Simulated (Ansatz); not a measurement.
# CH₄BCl (SMILES CBCl): functionals against CCSD(T) at one geometry

One table from this session's results is given with a row withheld; the runs are named, their logs left out.

Computed with Ansatz 0.2.0, Gaussian basis. Level: single points in def2-TZVPP.

Cores are frozen in the correlated methods.

## The system as given

7 atoms, charge 0, spin multiplicity 1.

Atoms are counted from 1 here; the program's logs count them from 0.

Bond lengths: C1–B2 1.633 Å, C1–H4 1.151 Å, C1–H5 1.017 Å, C1–H6 1.224 Å, B2–Cl3 1.653 Å, B2–H7 1.122 Å. Angles: B2–C1–H4 108.7°, B2–C1–H5 115.2°, B2–C1–H6 109.9°, H4–C1–H5 106.7°, H4–C1–H6 101.0°, H5–C1–H6 114.1°, C1–B2–Cl3 119.6°, C1–B2–H7 114.4°, Cl3–B2–H7 125.5°.

As a file:

```mol
CH4BCl
  3D, bonds by distance, orders not assigned

  7  6  0  0  0  0  0  0  0  0999 V2000
   -0.5565    0.3941   -0.1905 C   0  0
    0.8324   -0.4403    0.0126 B   0  0
    1.0035   -1.4346    1.3218 Cl  0  0
   -1.4321   -0.3512   -0.2344 H   0  0
   -0.6063    0.9534   -1.0379 H   0  0
   -0.8257    1.0111    0.8312 H   0  0
    1.6468   -0.1662   -0.7081 H   0  0
  1  2  8  0
  1  4  8  0
  1  5  8  0
  1  6  8  0
  2  3  8  0
  2  7  8  0
M  END
```

The first run:

Input file run/in.yaml:

```yaml
crystal:
  periodic: [false, false, false]
  atoms:
    - {symbol: C, position_ang: [-0.556500, 0.394100, -0.190500]}
    - {symbol: B, position_ang: [0.832400, -0.440300, 0.012600]}
    - {symbol: Cl, position_ang: [1.003500, -1.434600, 1.321800]}
    - {symbol: H, position_ang: [-1.432100, -0.351200, -0.234400]}
    - {symbol: H, position_ang: [-0.606300, 0.953400, -1.037900]}
    - {symbol: H, position_ang: [-0.825700, 1.011100, 0.831200]}
    - {symbol: H, position_ang: [1.646800, -0.166200, -0.708100]}
basis:
  gaussian: {orbitals: def2-TZVPP}
correlation: {method: ccsd_t}
output: {forces: true}
```

The command line of these runs was not kept.

Among the steps run: CCSD(T)/def2-TZVPP; PBE0-D4/def2-TZVPP; wB97M-V/def2-TZVPP; r2SCAN-D4/def2-TZVPP; PBE-D4/def2-TZVPP; B97M-V/def2-TZVPP; CAM-B3LYP-D4/def2-TZVPP.

One table of the session follows, with a row left open; its other results are not shown here.

| method | RMS force component (eV/Å) | angle to CCSD(T) forces (°) | dipole (D) |
| --- | --- | --- | --- |
| CCSD(T) | 1.972 | reference | 0.47 |
| PBE0-D4 | ? | ? | ? |
| wB97M-V | 1.967 | 1.7 | 0.52 |
| r2SCAN-D4 | 1.963 | 2.2 | 0.58 |
| PBE-D4 | 1.958 | 4.0 | 0.52 |
| B97M-V | 1.944 | 3.5 | 0.53 |
| CAM-B3LYP-D4 | 1.968 | 2.5 | 0.57 |

**Question.** Estimate the row for PBE0-D4.

As computed: RMS force component (eV/Å): 1.980; angle to CCSD(T) forces (°): 2.8; dipole (D): 0.57. In the column «RMS force component (eV/Å)» it is the highest.
